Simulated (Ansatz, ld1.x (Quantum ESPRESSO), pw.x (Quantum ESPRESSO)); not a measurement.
## What a changed setting does to a pw.x run (bcc Te)

Potential: ultrasoft, ld1.x (Quantum ESPRESSO) 7.5, PBEsol; core [Kr] 4d10, reference 5s2 5p4; waves: 5s (bound): rcut 1.65, rcutus 2.15 bohr; 5s channel at 2.5 Ry: rcut 1.65, rcutus 2.15 bohr; 5p (bound): rcut 1.75, rcutus 2.40 bohr; 5p channel at 1.05 Ry: rcut 1.75, rcutus 2.40 bohr; 5d channel at -0.1 Ry: rcut 2.20, rcutus 2.45 bohr; 5d channel at 1.45 Ry: rcut 2.20, rcutus 2.45 bohr; local part: all-electron potential smoothed inside 1.85 bohr (lloc = -1); core correction: a·sin(br)/r model core inside 1.80 bohr; augmentation: PSQ, inside the norm-conserving radii.

The reference run (k-mesh 12³, cutoffs 40/320 Ry, Fermi–Dirac 0.01 Ry, mixing_beta 0.4, conv_thr 1e-9, no spin) gives 0.30 GPa at 26.925 Å³/atom, where all-electron LAPW gives 0.01 GPa. This run, with its own iteration cap, changes mixing_beta to 0.2.

```
&control
  calculation='scf', prefix='x', pseudo_dir='./', outdir='./tmp', tstress=.true., disk_io='none'
/
&system
  ibrav=0, nat=1, ntyp=1, ecutwfc=40, ecutrho=320, nbnd=10,
  occupations='smearing', smearing='fd', degauss=0.01
/
&electrons
  conv_thr=1e-09, mixing_beta=0.2, electron_maxstep=50
/
ATOMIC_SPECIES
Te 1.0 Te.UPF
CELL_PARAMETERS angstrom
  -1.88813006 1.88813006 1.88813006
  1.88813006 -1.88813006 1.88813006
  1.88813006 1.88813006 -1.88813006
ATOMIC_POSITIONS crystal
Te 0.0000 0.0000 0.0000
K_POINTS automatic
12 12 12 0 0 0
```

```bash
pw.x < Te.scf.in > Te.scf.out
```

Question: How does the run end?

Answer: It converges in 7 iterations; the free energy moves by +0.0 meV/atom and the pressure by +0.00 GPa. The result is that of the reference run.

```
Message from routine setup:
     using ibrav=0 with symmetry is DISCOURAGED, use correct ibrav instead
     lattice parameter (alat)  =       6.1800  a.u.
     unit-cell volume          =     181.6989 (a.u.)^3
     number of electrons       =         6.00
     number of Kohn-Sham states=           10
     kinetic-energy cutoff     =      40.0000  Ry
     charge density cutoff     =     320.0000  Ry
     scf convergence threshold =      1.0E-09
     Exchange-correlation= PBESOL
     number of k points=    72  Fermi-Dirac smearing, width (Ry)=  0.0100
     iteration #  1     ecut=    40.00 Ry     beta= 0.20
     total energy              =     -18.89085960 Ry
     estimated scf accuracy    <       0.00181204 Ry
     iteration #  2     ecut=    40.00 Ry     beta= 0.20
     total energy              =     -18.89062161 Ry
     estimated scf accuracy    <       0.00106354 Ry
     iteration #  3     ecut=    40.00 Ry     beta= 0.20
     total energy              =     -18.89069611 Ry
     estimated scf accuracy    <       0.00001730 Ry
     iteration #  4     ecut=    40.00 Ry     beta= 0.20
     total energy              =     -18.89069835 Ry
     estimated scf accuracy    <       0.00000001 Ry
     iteration #  5     ecut=    40.00 Ry     beta= 0.20
     total energy              =     -18.89069851 Ry
     estimated scf accuracy    <       0.00000001 Ry
     iteration #  6     ecut=    40.00 Ry     beta= 0.20
     total energy              =     -18.89069851 Ry
     estimated scf accuracy    <       0.00000001 Ry
     iteration #  7     ecut=    40.00 Ry     beta= 0.20
     the Fermi energy is     8.6451 ev
!    total energy              =     -18.89069851 Ry
     estimated scf accuracy    <          3.5E-11 Ry
     smearing contrib. (-TS)   =      -0.00292255 Ry
     The total energy is F=E-TS. E is the sum of the following terms:
     one-electron contribution =       5.63452265 Ry
     hartree contribution      =       0.41684396 Ry
     xc contribution           =      -6.58003159 Ry
     ewald contribution        =     -18.35911098 Ry
     convergence has been achieved in   7 iterations
          total   stress  (Ry/bohr**3)                   (kbar)     P=        2.96
     Message from routine punch:
     Nothing written, as per user request (disk_io='none')
```

The run took about 7.8 s on one core of a shared host (Neoverse-V1, 32 threads, 247 GiB, load 19).
